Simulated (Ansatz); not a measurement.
Reaction: C2H3F3 (SMILES CC(F)(F)F) → CH3 (SMILES [CH3], doublet) + CF3 (SMILES [C](F)(F)F, doublet) (the C-C bond breaks)
Each species at its own B3LYP-D3(BJ)/def2-TZVP minimum (Ansatz, a program for electronic structure).

Total energies in hartree (Ansatz). Radicals and triplets start from unrestricted determinants; spin-orbit coupling is neglected. Cores are frozen in correlated methods. No relativity.

| species | HF/cc-pVTZ | CCSD(T)/cc-pVTZ | HF/cc-pVQZ | CCSD(T)/cc-pVQZ | CCSD(T)/cc-pVDZ | CCSDT(Q)/cc-pVDZ |
|---|---|---|---|---|---|---|
| 1: C2H3F3 (1,1,1-trifluoroethane, SMILES CC(F)(F)F) | -375.96585 | -377.10338 | -375.99527 | -377.22275 | -376.71628 | -376.71870 |
| 2: CH3 (SMILES [CH3], doublet) | -39.57748 | -39.76098 | -39.58026 | -39.77245 | -39.71583 | -39.71634 |
| 3: CF3 (SMILES F[C](F)F, doublet) | -336.26346 | -337.17295 | -336.29109 | -337.27925 | -336.83424 | -336.83638 |

Question: Work out the bond dissociation energy (electronic) in kJ/mol: take Hartree-Fock from cc-pVQZ, extrapolate the CCSD(T) correlation energy as X^-3 (X = 3, 4), and add CCSDT(Q) - CCSD(T) in cc-pVDZ. 1 hartree = 2625.5 kJ/mol.

Answer: 
Species 1: correlation (64·(-1.22748) - 27·(-1.13753))/37 = -1.29312; step -0.00242; E1 = -375.99527 + (-1.29312) + (-0.00242) = -377.29081
Species 2: correlation (64·(-0.19219) - 27·(-0.18350))/37 = -0.19853; step -0.00051; E2 = -39.58026 + (-0.19853) + (-0.00051) = -39.77930
Species 3: correlation (64·(-0.98816) - 27·(-0.90949))/37 = -1.04557; step -0.00214; E3 = -336.29109 + (-1.04557) + (-0.00214) = -337.33880
-1·E1 +1·E2 +1·E3 = 0.17271 hartree = 453.5 kJ/mol.
